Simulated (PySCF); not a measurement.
Property card for `C=C=CCC`

C5H8.
Structure used (PBE0-D3(BJ)/def2-SVP), in Å, numbered top down from 1:
```xyz
13
C5H8 angstrom
C      2.7401   -0.0744    0.3108
C      1.5364   -0.1533   -0.1962
C      0.3291   -0.2219   -0.7002
C     -0.8476    0.6042   -0.2565
C     -1.9536   -0.2406    0.3661
H      3.4921    0.6001   -0.1130
H      3.0358   -0.6817    1.1733
H      0.1460   -0.9609   -1.4931
H     -1.2496    1.1452   -1.1314
H     -0.5063    1.3711    0.4560
H     -2.8162    0.3813    0.6504
H     -1.5932   -0.7576    1.2684
H     -2.3126   -1.0103   -0.3355
```

Some functional groups and rings: allene or cumulene.

From PBE0-D3(BJ)/def2-SVP geometry optimisation, gas phase (PySCF):

```yaml
Point_group: C1
Rotational_constants_A_B_C: 17.221, 2.297, 2.244 GHz
```

**B3LYP/def2-SVPD ground state, ΔSCF and vertical TDDFT (core frozen in the response) (PySCF)**

```yaml
Dipole_moment: 0.46 D
HOMO_energy: -7.03 eV
LUMO_energy: -0.01 eV
HOMO–LUMO_gap: 7.02 eV
Lowest_singlet_excitation: 5.59 eV (222 nm, f = 0.001)
Strongest_line_among_the_10_lowest_singlet_transitions: S5 at 7.06 eV (176 nm, f = 0.223)
Lowest_triplet_excitation_Tamm–Dancoff: 4.55 eV
Static_isotropic_polarisability: 67.1 au
Vertical_ionisation_energy: 9.32 eV
Electronic_spatial_extent_⟨r²⟩_about_the_centre_of_nuclear_charge: 592 bohr²
```

CAM-B3LYP/pcSseg-2 ground state and GIAO shieldings, non-relativistic (PySCF):

```yaml
13C_chemical_shifts_computed_TMS_as_zero_by_class: 231.9 (C2), 101.8 (C3), 79.6 (C1), 28.1 (C4), 17.7 (C5) ppm
1H_chemical_shifts_computed_TMS_as_zero_by_class: 5.24 (H8), 4.79 (H6/H7), 2.03 (H9/H10), 1.05 (H11/H12/H13) ppm
```

From B3LYP/pcJ-1 indirect spin-spin coupling, non-relativistic, gas phase; spin–dipole term left out (PySCF):

```yaml
Largest_of_the_computed_one-bond_spin–spin_couplings_means_over_like_bonds: 13C–1H +178.9 (C1–H6 and 1 like it), 13C–1H +168.0 (C3–H8), 13C–1H +134.3 (C4–H9 and 1 like it), 13C–1H +133.2 (C5–H11 and 2 like it), 13C–13C +111.4 (C2–C3), 13C–13C +110.6 (C1–C2), 13C–13C +47.7 (C3–C4), 13C–13C +36.8 (C4–C5) Hz
```

Monoisotopic mass from the formula: 68.0626 u.

The 10 singlets span 5.59 to 7.91 eV, and their oscillator strengths add up to 1.05. No computed singlet falls in the visible range (750 to 380 nm, 1.65 to 3.26 eV); S1 lies 2.33 eV above its blue end. The rotational constants make it an asymmetric top with κ = (2B − A − C)/(A − C) = -0.99, nearer the prolate limit (−1). S1 lies 1.43 eV below the HOMO–LUMO gap; its leading configuration is HOMO→LUMO, weight 0.85. The vertical singlet–triplet gap S1 − T1 is 1.04 eV (TDDFT singlet less Tamm–Dancoff triplet; S1: HOMO→LUMO, weight 0.85; T1: HOMO→LUMO+1, weight 0.54). With B = h/(8π²I), that is 505.379 GHz u Å² over I, the principal moments of inertia are 29.3, 220.0 and 225.2 u Å² (most abundant isotopes).

One conformer (not necessarily the lowest) at the PBE0-D3(BJ)/def2-SVP geometry, without solvent or vibrations. NMR classes are plain means over equivalent atoms (diastereotopic ones count apart unless rotation or inversion swaps them), as if these changed places fast; in this geometry the members of some classes differ.
